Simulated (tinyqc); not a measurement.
UHF in the sto-6g basis, for BH, spin multiplicity 3, step by step. Computed by tinyqc, a small Python program that keeps every step (integrals from PySCF). Settings: charge = 0, multiplicity = 3, basis = sto-6g, energy threshold = 1e-09, iteration cap = 65, orthogonalisation = canonical, start = core, DIIS depth = 0, damping = 0.2, method = UHF. Command: `OMP_NUM_THREADS=1 python tinyqc.py 21298 21299 out.jsonl` (the two numbers bound the seeds that draw the settings). One thread of a shared host (Intel(R) Xeon(R) Processor @ 2.60GHz), about 0.2 s of CPU time with the checks.

Geometry (angstrom):
```
atom         x         y         z
B     0.000000  0.000000  0.000000
H     0.000000  0.000000  1.641000
```

Stop when the energy changes by less than 1e-09 hartree and every element of the error matrix X^T (F D S - S D F) X (for each spin) is below 9e-06.

Course of the cycle:
```
iteration   E (hartree)     change  largest element of the error matrix
1          -24.37052612          -                             2.11e-01
2          -24.78989410  -4.19e-01                             6.56e-02
3          -24.89267338  -1.03e-01                             2.17e-02
4          -24.91442286  -2.17e-02                             1.11e-02
5          -24.91910637  -4.68e-03                             8.13e-03
6          -24.92028787  -1.18e-03                             7.01e-03
7          -24.92073624  -4.48e-04                             6.63e-03
8          -24.92101556  -2.79e-04                             6.24e-03
9          -24.92124209  -2.27e-04                             5.87e-03
10         -24.92144081  -1.99e-04                             5.53e-03
11         -24.92161786  -1.77e-04                             5.20e-03
12         -24.92177553  -1.58e-04                             4.88e-03
13         -24.92191533  -1.40e-04                             4.57e-03
14         -24.92203860  -1.23e-04                             4.27e-03
...                 ...        ...                                  ...
52         -24.92277156  -9.53e-08                             1.12e-04
53         -24.92277163  -7.71e-08                             1.01e-04
54         -24.92277170  -6.23e-08                             9.07e-05
55         -24.92277174  -5.04e-08                             8.15e-05
56         -24.92277179  -4.08e-08                             7.33e-05
57         -24.92277182  -3.30e-08                             6.59e-05
58         -24.92277184  -2.67e-08                             5.93e-05
59         -24.92277187  -2.15e-08                             5.33e-05
60         -24.92277188  -1.74e-08                             4.79e-05
61         -24.92277190  -1.41e-08                             4.31e-05
62         -24.92277191  -1.14e-08                             3.87e-05
63         -24.92277192  -9.19e-09                             3.48e-05
64         -24.92277193  -7.42e-09                             3.13e-05
65         -24.92277193  -6.00e-09                             2.81e-05
```

Can the last value be used, and what does the course show?

Not by the stop rule, although the second column moves by less than 1e-07 over the last three steps. Not converged within the cap of 65 iterations: the residual falls steadily but slowly, by a factor of about 0.90 a step. Reruns (cap 100 unless said): DIIS 8: converged in 11; damping 0.5: not converged; level shift 0.5: not converged; atomic densities as start, DIIS 8: converged in 11; the original settings with a cap of 400: converged in 76. PySCF UHF in the same basis, after a stability check = -24.92277196 hartree.
